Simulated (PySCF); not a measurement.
sulfur dioxide (O₂S), SMILES S(=O)=O.

Geometry optimised at PBE-D3(BJ)/def2-TZVP.

Level of theory: PBE-D3(BJ)/def2-TZVP in PySCF.

Frequencies are harmonic and unscaled.

List the normal modes with their intensities. (An estimate is asked for; the answer gives what the named calculation found.)


```csv
mode,ν (cm⁻¹),IR (km/mol),moving atoms (share of kinetic energy)
1,492,23.2,"O 72 %, S 28 %"
2,1115,23.8,"O 78 %, S 22 %"
3,1308,180.7,"O 57 %, S 43 %"
```
